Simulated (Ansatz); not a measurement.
# AlBFH2: the cost of one run

Method: UKS PBE-D4/6-31G*, in Ansatz 0.2.0.

### 1 The starting structure

Bond lengths: F1–B2 1.296 Å, B2–Al3 2.045 Å, Al3–H4 1.561 Å, Al3–H5 1.573 Å. Angles: F1–B2–Al3 150.8°, B2–Al3–H4 116.1°, B2–Al3–H5 132.5°, H4–Al3–H5 111.4°.

Coordinates:

```xyz
5

F     0.8430   -1.2273    2.0620
B     0.1185   -0.8263    1.0648
Al   -0.1658    0.3732   -0.5674
H    -1.5341    0.2212   -1.3021
H     0.7384    1.4593   -1.2573
```

### 2 Relaxing end A

The input, input.yaml:

```yaml
crystal:
  periodic: [false, false, false]
  atoms:
    - { symbol: F, position_ang: [0.84298, -1.22734, 2.06198] }
    - { symbol: B, position_ang: [0.11849, -0.8263, 1.06477] }
    - { symbol: Al, position_ang: [-0.16575, 0.37316, -0.5674] }
    - { symbol: H, position_ang: [-1.5341, 0.22122, -1.30206] }
    - { symbol: H, position_ang: [0.73839, 1.45926, -1.25729] }
magnetization:
  spin_polarized: true
  initial_magnetization: 1
basis:
  gaussian: { orbitals: "6-31G*" }
hamiltonian:
  xc: pbe
  dispersion: d4
relax:
  f_tol: 0.015
  max_steps: 40
```

On the command line:

```sh
$ ansatz run input.yaml --threads 1 --pin off --max-ram 2048MiB --backend cpu --events-out ev --progress --plain --runs-dir out
```

What time and memory should one allow on 1 thread of Intel Xeon 6975P-C (Granite Rapids), shared host?

About 13 s, with a peak of 0.16 GiB.
